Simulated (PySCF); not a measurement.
C5H8, SMILES C=CCC=C, singlet (GFN2-xTB optimised geometry):

```
13

C      2.164    -0.593     0.000
C      0.845    -0.593     0.000
C     -0.006     0.642     0.000
C     -0.832     0.702     1.250
C     -2.150     0.682     1.278
H      2.731     0.324    -0.015
H      2.736    -1.506     0.007
H      0.295    -1.526     0.019
H     -0.665     0.631    -0.872
H      0.636     1.526    -0.056
H     -0.263     0.748     2.171
H     -2.736     0.634     0.374
H     -2.704     0.721     2.201
```

Method: PBE0/def2-TZVP in PySCF.

Problem. What are the frontier orbital energies and the dipole moment?

Solution. HOMO-2 -9.77 eV, HOMO-1 -7.75 eV, HOMO -7.37 eV, LUMO -0.12 eV, LUMO+1 0.96 eV; dipole moment 0.12 D.

Meta-Löwdin charges at PBE0/def2-TZVP: C1 -0.28, C2 -0.09, C3 -0.21, C4 -0.09, C5 -0.28, H6 0.12, H7 0.12, H8 0.12, H9 0.12, H10 0.12, H11 0.12, H12 0.12, H13 0.12.
